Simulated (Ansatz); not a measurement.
System: rock-salt KBr. Method: G0W0@HSE06 (hard PAW, contour deformation; Ansatz, a quantum-chemistry and plane-wave program).

The cell has the measured lattice parameters. Conventional cell: a = 6.5982 Å, b = 6.5982 Å, c = 6.5982 Å, α = 90.00°, β = 90.00°, γ = 90.00°.

The quasiparticle gap at Γ at a fixed k mesh 2×2×2:

| response cutoff | value (eV) |
|---|---|
| 150 eV, 550 empty bands | 7.501 |
| 200 eV, 847 empty bands | 7.550 |
| 250 eV, 1184 empty bands | 7.575 |
| 300 eV, 1557 empty bands | 7.588 |

Question: Taking the value to converge with the response cutoff E as E^(−3/2), extrapolate from the last two rows.

Answer: With y = y∞ + c/w and weights w = 3953 and 5196 for the last two rows, y∞ = (w2 y2 − w1 y1)/(w2 − w1) = (5196 × 7.588 − 3953 × 7.575)/1243 = 7.629 eV, which lies 0.041 beyond the last row. Successive pairs of rows give 7.641, 7.638, 7.629. The limit also hangs on the law assumed, so its last digits aren't firm.

The other settings are not extrapolated, so this is the limit in one setting alone.

Spin–orbit coupling is not included.

Note: GW on a hybrid start was not checked against another program.
